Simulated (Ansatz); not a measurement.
Ansatz (a quantum-chemistry and plane-wave program) input (B3LYP-D3(BJ)/def2-TZVP):

Ansatz 0.2 input:
```yaml
crystal:
  periodic: [false, false, false]
  atoms:
    - {symbol: C, position_ang: [1.55609795, 0.21370637, 0.02338458]}
    - {symbol: C, position_ang: [0.29308563, 0.48037955, 0.00439968]}
    - {symbol: H, position_ang: [2.49002189, 0.72317182, 0.02195862]}
    - {symbol: H, position_ang: [-0.07394109, 1.51696662, -0.02212901]}
    - {symbol: C, position_ang: [-0.81817267, -0.52947290, 0.01564464]}
    - {symbol: H, position_ang: [-0.41922579, -1.53942170, 0.03659843]}
    - {symbol: H, position_ang: [-1.44938201, -0.37788501, 0.89054429]}
    - {symbol: H, position_ang: [-1.43851545, -0.40989128, -0.87179675]}
basis:
  gaussian:
    orbitals: def2-TZVP
hamiltonian:
  xc: b3lyp
  dispersion: d3bj
magnetization: {spin_polarized: true, initial_magnetization: 1}
relax: {f_tol: 0.002, max_steps: 150}
```

Output:

```
Functional definition: B3LYP
integrals: 0.03 GiB planned
760 factors; their error is unknown
mean field: 0.45 GiB planned
mean field evaluation 1: about -3183.1696 eV, gradient 4.0e1 eV
mean field evaluation 2: about -3178.9112 eV, gradient 4.8e1 eV
mean field evaluation 4: about -3190.9951 eV, gradient 4.3e0 eV
mean field evaluation 8: about -3191.0858 eV, gradient 8.6e-2 eV
mean field evaluation 16: about -3191.0723 eV, gradient 4.5e-4 eV
mean field -3191.07230687 eV, -117.2697442909 hartree, gradient 2.8e-5 eV, S^2 0.758610; 0 other end points of the search recorded, 0 dependent functions left out
the calculation of the forces begins
reference -3191.07254686 eV, -117.2697531103 hartree; 12, 11 occupied and 111, 112 virtual orbitals, 760 factors
relax step   1: F+E_penalty+E_count = -3191.26282454 eV  Δ(F+E_penalty+E_count) = +0.000e0 eV  max|allowed force component| = 9.332e-1 eV/Å  Δτ_max = 0.0000 Å  (32 SCF iters, accepted)
these checks for a lower state are left out or cut short: starts, cluster_reference, orbital_swaps, neighbouring_geometries, increment
integrals: 0.03 GiB planned
760 factors; their error is unknown
mean field: 0.45 GiB planned
mean field -3191.08793871 eV, -117.2703187505 hartree, gradient 1.1e-5 eV, S^2 0.758920; 0 other end points of the search recorded, 0 dependent functions left out
the calculation of the forces begins
reference -3191.08817899 eV, -117.2703275805 hartree; 12, 11 occupied and 111, 112 virtual orbitals, 760 factors
relax step   2: F+E_penalty+E_count = -3191.27779970 eV  Δ(F+E_penalty+E_count) = -1.498e-2 eV  max|allowed force component| = 3.822e-1 eV/Å  Δτ_max = 0.0203 Å  (38 SCF iters, accepted)
these checks for a lower state are left out or cut short: starts, cluster_reference, orbital_swaps, neighbouring_geometries, increment
integrals: 0.03 GiB planned
760 factors; their error is unknown
mean field: 0.45 GiB planned
mean field evaluation 32: about -3191.0914 eV, gradient 1.6e-5 eV
mean field -3191.09143666 eV, -117.2704472980 hartree, gradient 1.6e-5 eV, S^2 0.759033; 0 other end points of the search recorded, 0 dependent functions left out
the calculation of the forces begins
reference -3191.09167704 eV, -117.2704561315 hartree; 12, 11 occupied and 111, 112 virtual orbitals, 760 factors
relax step   3: F+E_penalty+E_count = -3191.28108576 eV  Δ(F+E_penalty+E_count) = -3.286e-3 eV  max|allowed force component| = 5.300e-2 eV/Å  Δτ_max = 0.0199 Å  (37 SCF iters, accepted)
these checks for a lower state are left out or cut short: starts, cluster_reference, orbital_swaps, neighbouring_geometries, increment
integrals: 0.03 GiB planned
760 factors; their error is unknown
mean field: 0.45 GiB planned
mean field -3191.09145988 eV, -117.2704481513 hartree, gradient 1.6e-5 eV, S^2 0.759069; 0 other end points of the search recorded, 0 dependent functions left out
the calculation of the forces begins
reference -3191.09170032 eV, -117.2704569870 hartree; 12, 11 occupied and 111, 112 virtual orbitals, 760 factors
relax step   4: F+E_penalty+E_count = -3191.28119809 eV  Δ(F+E_penalty+E_count) = -1.123e-4 eV  max|allowed force component| = 1.107e-1 eV/Å  Δτ_max = 0.0082 Å  (37 SCF iters, accepted)
these checks for a lower state are left out or cut short: starts, cluster_reference, orbital_swaps, neighbouring_geometries, increment
integrals: 0.03 GiB planned
760 factors; their error is unknown
mean field: 0.45 GiB planned
mean field -3191.09193387 eV, -117.2704655700 hartree, gradient 1.2e-5 eV, S^2 0.759038; 0 other end points of the search recorded, 0 dependent functions left out
the calculation of the forces begins
reference -3191.09217437 eV, -117.2704744080 hartree; 12, 11 occupied and 111, 112 virtual orbitals, 760 factors
relax step   5: F+E_penalty+E_count = -3191.28161322 eV  Δ(F+E_penalty+E_count) = -4.151e-4 eV  max|allowed force component| = 2.748e-2 eV/Å  Δτ_max = 0.0068 Å  (37 SCF iters, accepted)
these checks for a lower state are left out or cut short: starts, cluster_reference, orbital_swaps, neighbouring_geometries, increment
integrals: 0.03 GiB planned
760 factors; their error is unknown
mean field: 0.45 GiB planned
mean field -3191.09195312 eV, -117.2704662772 hartree, gradient 1.4e-5 eV, S^2 0.759020; 0 other end points of the search recorded, 0 dependent functions left out
the calculation of the forces begins
reference -3191.09219365 eV, -117.2704751168 hartree; 12, 11 occupied and 111, 112 virtual orbitals, 760 factors
relax step   6: F+E_penalty+E_count = -3191.28163508 eV  Δ(F+E_penalty+E_count) = -2.186e-5 eV  max|allowed force component| = 8.566e-3 eV/Å  Δτ_max = 0.0037 Å  (38 SCF iters, accepted)
these checks for a lower state are left out or cut short: starts, cluster_reference, orbital_swaps, neighbouring_geometries, increment
integrals: 0.03 GiB planned
760 factors; their error is unknown
mean field: 0.45 GiB planned
mean field -3191.09196079 eV, -117.2704665592 hartree, gradient 1.4e-5 eV, S^2 0.759025; 0 other end points of the search recorded, 0 dependent functions left out
the calculation of the forces begins
reference -3191.09220132 eV, -117.2704753985 hartree; 12, 11 occupied and 111, 112 virtual orbitals, 760 factors
relax step   7: F+E_penalty+E_count = -3191.28164147 eV  Δ(F+E_penalty+E_count) = -6.385e-6 eV  max|allowed force component| = 3.981e-3 eV/Å  Δτ_max = 0.0012 Å  (38 SCF iters, accepted)
these checks for a lower state are left out or cut short: starts, cluster_reference, orbital_swaps, neighbouring_geometries, increment
integrals: 0.03 GiB planned
760 factors; their error is unknown
mean field: 0.45 GiB planned
mean field evaluation 64: about -3191.0917 eV, gradient 3.1e-1 eV
mean field -3191.09196043 eV, -117.2704665461 hartree, gradient 1.4e-5 eV, S^2 0.759023; 0 other end points of the search recorded, 0 dependent functions left out
the calculation of the forces begins
reference -3191.09220096 eV, -117.2704753854 hartree; 12, 11 occupied and 111, 112 virtual orbitals, 760 factors
relax step   8: F+E_penalty+E_count = -3191.28164249 eV  Δ(F+E_penalty+E_count) = -1.023e-6 eV  max|allowed force component| = 1.124e-3 eV/Å  Δτ_max = 0.0003 Å  (38 SCF iters, accepted)
integrals: 0.03 GiB planned
760 factors; their error is unknown
mean field: 0.45 GiB planned
mean field -3191.09196043 eV, -117.2704665461 hartree, gradient 1.4e-5 eV, S^2 0.759023; 1 other end points of the search recorded, 0 dependent functions left out
the calculation of the forces begins
reference -3191.09220096 eV, -117.2704753854 hartree; 12, 11 occupied and 111, 112 virtual orbitals, 760 factors
Total energy: -3191.28188302 eV, -117.2774460723 hartree
Atom 0 at     1.565280     0.213680     0.021862 Å, force     0.000708     0.000036    -0.000123 eV/Å
Atom 1 at     0.287603     0.475554     0.005499 Å, force    -0.001124    -0.000272    -0.000454 eV/Å
Atom 2 at     2.496390     0.756950     0.019185 Å, force    -0.000049    -0.000074     0.000141 eV/Å
Atom 3 at    -0.024653     1.525553    -0.018062 Å, force    -0.000015     0.000109     0.000150 eV/Å
Atom 4 at    -0.825637    -0.534341     0.015708 Å, force     0.000183    -0.000009     0.000339 eV/Å
Atom 5 at    -0.435365    -1.550677     0.038958 Å, force     0.000292    -0.000481     0.000023 eV/Å
Atom 6 at    -1.469343    -0.387370     0.886837 Å, force    -0.000100     0.000302    -0.000043 eV/Å
Atom 7 at    -1.454306    -0.421794    -0.871382 Å, force     0.000104     0.000388    -0.000031 eV/Å
Dipole moment:    -0.117397     0.112790    -0.003282 e Å
```

It need not be the lowest isomer of its formula.
